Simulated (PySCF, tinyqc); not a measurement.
Inside a calculation. Method: RHF in the sto-3g basis, for CH2, spin multiplicity 1. The lowest restricted solution is unstable here: a spin-polarised one lies 0.0282 hartree lower (PySCF). One step of it, computed by the program tinyqc.

Question. Iteration 2: building the Fock matrix. J_ij = sum D_kl (ij|kl), K_ij = sum D_kl (ik|jl); F = H + J - 0.5 K; E = tr D H + tr D J / 2 - 0.25 tr D K + E_nn.

D after iteration 1:
```
            1C 1s      1C 2s    1C 2px     1C 2py     1C 2pz      2H 1s      3H 1s
1C 1s    2.088659  -0.351400  0.000000   0.004181   0.161691  -0.101809  -0.095628
1C 2s   -0.351400   1.449620  0.000000  -0.021397  -0.685968   0.234957   0.237304
1C 2px   0.000000   0.000000  0.000000   0.000000   0.000000   0.000000   0.000000
1C 2py   0.004181  -0.021397  0.000000   0.548631   0.007066   0.485253  -0.503854
1C 2pz   0.161691  -0.685968  0.000000   0.007066   1.392694   0.410733   0.421505
2H 1s   -0.101809   0.234957  0.000000   0.485253   0.410733   0.732261  -0.145910
3H 1s   -0.095628   0.237304  0.000000  -0.503854   0.421505  -0.145910   0.760101
```

core Hamiltonian H = T + V (hartree):
```
             1C 1s      1C 2s     1C 2px     1C 2py     1C 2pz      2H 1s      3H 1s
1C 1s   -18.530169  -4.468998   0.000000  -0.001112  -0.010626  -0.641651  -0.531818
1C 2s    -4.468998  -5.480469   0.000000  -0.010904  -0.118812  -1.663364  -1.454196
1C 2px    0.000000   0.000000  -4.381722   0.000000   0.000000   0.000000   0.000000
1C 2py   -0.001112  -0.010904   0.000000  -4.496639  -0.004899  -1.293874   1.158852
1C 2pz   -0.010626  -0.118812   0.000000  -0.004899  -4.420082  -0.767735  -0.687197
2H 1s    -0.641651  -1.663364   0.000000  -1.293874  -0.767735  -3.044810  -0.268063
3H 1s    -0.531818  -1.454196   0.000000   1.158852  -0.687197  -0.268063  -2.911158
```

Two-electron integrals (ij|kl) in chemists' order, unique and non-zero (hartree):
```
(11|11) 3.541948    (21|11) 0.576921    (21|21) 0.111888    (22|11) 0.854682
(22|21) 0.205284    (22|22) 0.624709    (31|31) 0.020296    (32|31) 0.030858
(32|32) 0.137996    (33|11) 0.852436    (33|21) 0.205335    (33|22) 0.624568
(33|33) 0.672833    (41|41) 0.020296    (42|41) 0.030858    (42|42) 0.137996
(43|43) 0.036269    (44|11) 0.852436    (44|21) 0.205335    (44|22) 0.624568
(44|33) 0.600295    (44|44) 0.672833    (51|51) 0.020296    (52|51) 0.030858
(52|52) 0.137996    (53|53) 0.036269    (54|54) 0.036269    (55|11) 0.852436
(55|21) 0.205335    (55|22) 0.624568    (55|33) 0.600295    (55|44) 0.600295
(55|55) 0.672833    (61|11) 0.082220    (61|21) 0.015862    (61|22) 0.029099
(61|33) 0.029004    (61|41) 0.000808    (61|42) 0.001524    (61|44) 0.029224
(61|51) 0.000467    (61|52) 0.000881    (61|54) 0.000127    (61|55) 0.029078
(61|61) 0.002296    (62|11) 0.222973    (62|21) 0.054398    (62|22) 0.185543
(62|33) 0.180879    (62|41) 0.004449    (62|42) 0.032452    (62|44) 0.191226
(62|51) 0.002572    (62|52) 0.018765    (62|54) 0.005983    (62|55) 0.184338
(62|61) 0.008052    (62|62) 0.076343    (63|31) 0.005186    (63|32) 0.028379
(63|43) 0.006112    (63|53) 0.003534    (63|63) 0.008670    (64|11) 0.173748
(64|21) 0.042898    (64|22) 0.155148    (64|33) 0.147483    (64|41) 0.008189
(64|42) 0.053146    (64|44) 0.167646    (64|51) 0.001736    (64|52) 0.014321
(64|54) 0.008124    (64|55) 0.150137    (64|61) 0.006603    (64|62) 0.075654
(64|64) 0.082277    (65|11) 0.100465    (65|21) 0.024805    (65|22) 0.089709
(65|33) 0.085278    (65|41) 0.001736    (65|42) 0.014321    (65|44) 0.089867
(65|51) 0.006190    (65|52) 0.036660    (65|54) 0.008766    (65|55) 0.093881
(65|61) 0.003818    (65|62) 0.043744    (65|64) 0.042561    (65|65) 0.033279
(66|11) 0.392534    (66|21) 0.097336    (66|22) 0.379366    (66|33) 0.360221
(66|41) 0.009133    (66|42) 0.091846    (66|44) 0.402866    (66|51) 0.005281
(66|52) 0.053107    (66|54) 0.024658    (66|55) 0.374479    (66|61) 0.014544
(66|62) 0.206677    (66|64) 0.225144    (66|65) 0.130183    (66|66) 0.774606
(71|11) 0.068140    (71|21) 0.013145    (71|22) 0.024115    (71|33) 0.024041
(71|41) -0.000658   (71|42) -0.001245   (71|44) 0.024215    (71|51) 0.000380
(71|52) 0.000718    (71|54) -0.000100   (71|55) 0.024099    (71|61) 0.001846
(71|62) 0.006267    (71|64) 0.004748    (71|65) 0.002979    (71|66) 0.011183
(71|71) 0.001576    (72|11) 0.193350    (72|21) 0.047209    (72|22) 0.162155
(72|33) 0.158039    (72|41) -0.003840   (72|42) -0.028630   (72|44) 0.167177
(72|51) 0.002217    (72|52) 0.016526    (72|54) -0.005275   (72|55) 0.161084
(72|61) 0.006561    (72|62) 0.045195    (72|64) 0.032905    (72|65) 0.025271
(72|66) 0.093131    (72|71) 0.005787    (72|72) 0.059754    (73|31) 0.004388
(73|32) 0.024341    (73|43) -0.005317   (73|53) 0.003069    (73|63) 0.004633
(73|73) 0.006573    (74|11) -0.153983   (74|21) -0.038037   (74|22) -0.138527
(74|33) -0.131774   (74|41) 0.007004    (74|42) 0.046452    (74|44) -0.149505
(74|51) -0.001510   (74|52) -0.012763   (74|54) 0.007166    (74|55) -0.134139
(74|61) -0.005088   (74|62) -0.033919   (74|64) -0.021002   (74|65) -0.018642
(74|66) -0.067426   (74|71) -0.004835   (74|72) -0.060432   (74|74) 0.066578
(75|11) 0.088884    (75|21) 0.021956    (75|22) 0.079963    (75|33) 0.076065
(75|41) -0.001510   (75|42) -0.012763   (75|44) 0.080162    (75|51) 0.005260
(75|52) 0.031708    (75|54) -0.007682   (75|55) 0.083568    (75|61) 0.003178
(75|62) 0.025639    (75|64) 0.018413    (75|65) 0.018672    (75|66) 0.055598
(75|71) 0.002791    (75|72) 0.034883    (75|74) -0.034637   (75|75) 0.026567
(76|11) 0.032835    (76|21) 0.008047    (76|22) 0.028635    (76|33) 0.027871
(76|41) -0.000012   (76|42) -0.000146   (76|44) 0.028711    (76|51) 0.000636
(76|52) 0.005057    (76|54) -0.000032   (76|55) 0.029293    (76|61) 0.001162
(76|62) 0.010323    (76|64) 0.008913    (76|65) 0.006534    (76|66) 0.025824
(76|71) 0.000964    (76|72) 0.009266    (76|74) -0.008267   (76|75) 0.005953
(76|76) 0.001816    (77|11) 0.370330    (77|21) 0.091870    (77|22) 0.360783
(77|33) 0.343249    (77|41) -0.008223   (77|42) -0.085155   (77|44) 0.382319
(77|51) 0.004747    (77|52) 0.049154    (77|54) -0.022552   (77|55) 0.356267
(77|61) 0.012746    (77|62) 0.101757    (77|64) 0.071783    (77|65) 0.059678
(77|66) 0.221492    (77|71) 0.011342    (77|72) 0.179591    (77|74) -0.199390
(77|75) 0.115095    (77|76) 0.025824    (77|77) 0.774606
```

nuclear repulsion = 4.83295616 hartree

Give: Coulomb J; exchange K; Fock matrix F; total energy of this density.

Answer.

Coulomb J (hartree):
```
          1C 1s    1C 2s  1C 2px   1C 2py   1C 2pz   2H 1s    3H 1s
1C 1s   11.0936   2.1224  0.0000   0.0006  -0.0137  0.3016   0.2499
1C 2s    2.1224   4.8875  0.0000   0.0043  -0.0046  1.4772   1.2931
1C 2px   0.0000   0.0000  4.7830   0.0000   0.0000  0.0000   0.0000
1C 2py   0.0006   0.0043  0.0000   4.9373   0.0031  1.2548  -1.1225
1C 2pz  -0.0137  -0.0046  0.0000   0.0031   4.9254  0.7269   0.6495
2H 1s    0.3016   1.4772  0.0000   1.2548   0.7269  3.2738   0.2285
3H 1s    0.2499   1.2931  0.0000  -1.1225   0.6495  0.2285   3.1636
```

exchange K (hartree):
```
         1C 1s    1C 2s  1C 2px   1C 2py   1C 2pz   2H 1s    3H 1s
1C 1s   7.1825   1.2318  0.0000   0.0004   0.0043  0.1818   0.1513
1C 2s   1.2318   1.5848  0.0000   0.0096  -0.1995  0.6522   0.5869
1C 2px  0.0000   0.0000  0.3409   0.0000   0.0000  0.0000   0.0000
1C 2py  0.0004   0.0096  0.0000   1.1275   0.0190  0.5814  -0.5449
1C 2pz  0.0043  -0.1995  0.0000   0.0190   1.4106  0.3476   0.3254
2H 1s   0.1818   0.6522  0.0000   0.5814   0.3476  1.1218   0.0923
3H 1s   0.1513   0.5869  0.0000  -0.5449   0.3254  0.0923   1.0791
```

Fock matrix F (hartree):
```
           1C 1s    1C 2s  1C 2px   1C 2py   1C 2pz    2H 1s    3H 1s
1C 1s   -11.0278  -2.9625  0.0000  -0.0008  -0.0264  -0.4309  -0.3576
1C 2s    -2.9625  -1.3854  0.0000  -0.0114  -0.0237  -0.5122  -0.4545
1C 2px    0.0000   0.0000  0.2309   0.0000   0.0000   0.0000   0.0000
1C 2py   -0.0008  -0.0114  0.0000  -0.1231  -0.0113  -0.3298   0.3088
1C 2pz   -0.0264  -0.0237  0.0000  -0.0113  -0.2000  -0.2146  -0.2004
2H 1s    -0.4309  -0.5122  0.0000  -0.3298  -0.2146  -0.3319  -0.0857
3H 1s    -0.3576  -0.4545  0.0000   0.3088  -0.2004  -0.0857  -0.2871
```

total energy of this density = -38.267641 hartree
